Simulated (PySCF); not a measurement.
Several molecules and their computed UV-vis stick spectra, shuffled. Level of theory: PySCF 2.14.0, density-fitted response routines, TDDFT PBE0/def2-SVPD, vertical, gas phase, core orbitals frozen in the response. Geometries: PBE0-D3(BJ)/def2-SVP; one conformer of each isolated species. Triplets are in the Tamm–Dancoff approximation. Relativistic effects are left out although some hold elements past zinc. Ions are computed without counter-ions or solvent.

A. `C=C[CH2][GaH2]`
B. `FP(F)F`
C. `C1=CC=NN=C1`
D. `N[SiH](N)C[SiH3]`
E. `C1C(C1)(c1[cH+]c1)C#C`

Lowest singlet levels (six at most, fewer where fewer were computed) with oscillator strengths:

1. 310 nm (f 0.002); 234 nm (f 0.000); 203 nm (f 0.027); 201 nm (f 0.002); 195 nm (f 0.447); 178 nm (f 0.028); T1 3.72 eV
2. 194 nm (f 0.041); 189 nm (f 0.020); 177 nm (f 0.004); 173 nm (f 0.009); 170 nm (f 0.042); 168 nm (f 0.025); T1 6.11 eV
3. 154 nm (f 0.355 summed over 2 states); 125 nm (f 0.011); 123 nm (f 0.242); 119 nm (f 0.070 summed over 2 states); 118 nm (f 0.000); 117 nm (f 0.002 summed over 2 states); T1 5.78 eV
4. 306 nm (f 0.002); 286 nm (f 0.065); 274 nm (f 0.000); 266 nm (f 0.000); 200 nm (f 0.000); 191 nm (f 0.003); T1 3.77 eV
5. 356 nm (f 0.004); 308 nm (f 0.000); 217 nm (f 0.000); 214 nm (f 0.023); 197 nm (f 0.005); 190 nm (f 0.000); T1 2.68 eV

Task: Match each spectrum to its molecule.

Result: 1 = A, 2 = D, 3 = B, 4 = E, 5 = C.
- A: S1 at 3.99 eV, HOMO→LUMO (98%); Löwdin shares by element: HOMO carbon 73%, gallium 10% (atoms not listed hold the other 17%); LUMO gallium 63%, hydrogen 20% or more, carbon 11% or more; HOMO -6.74 and LUMO -1.56 eV.
- B: S1 at 8.05 eV, HOMO→LUMO/LUMO+1 (≥97%); Löwdin shares by element: HOMO phosphorus 54%, fluorine 46%; LUMO (one of a set within 0.03 eV) phosphorus 57%, fluorine 43%; HOMO -9.57 and LUMO -0.57 eV; point group C3v, 1 of its 9 listed states under f = 0.0005.
- C: S1 at 3.48 eV, HOMO→LUMO (100%); Löwdin shares by element: HOMO nitrogen 78%, carbon 15% or more; LUMO nitrogen 42%, carbon 40% or more (atoms not listed hold the other 18%); HOMO -6.79 and LUMO -1.58 eV; point group C2v, 3 of its 6 listed states under f = 0.0005.
- D: S1 at 6.38 eV, HOMO→LUMO (91%); Löwdin shares by element: HOMO nitrogen 55%, silicon 12% or more, carbon 11% (atoms not listed hold the other 22%); LUMO silicon 41%, hydrogen 7% or more, carbon 7% (atoms not listed hold the other 45%); HOMO -7.20 and LUMO 0.31 eV.
- E: S1 at 4.05 eV, HOMO→LUMO (100%); Löwdin shares by element: HOMO carbon 86% or more; LUMO carbon 88% or more, hydrogen 6% or more; HOMO -11.60 and LUMO -6.64 eV; point group Cs, 3 of its 6 listed states under f = 0.0005.
A and E have S1 within 0.06 eV of each other; their strongest listed levels stand at 6.37 eV (f 0.447) and 4.34 eV (f 0.065).

A slash joins orbitals within 0.01 eV of each other, whose weights are summed (≥ marks a lower bound).
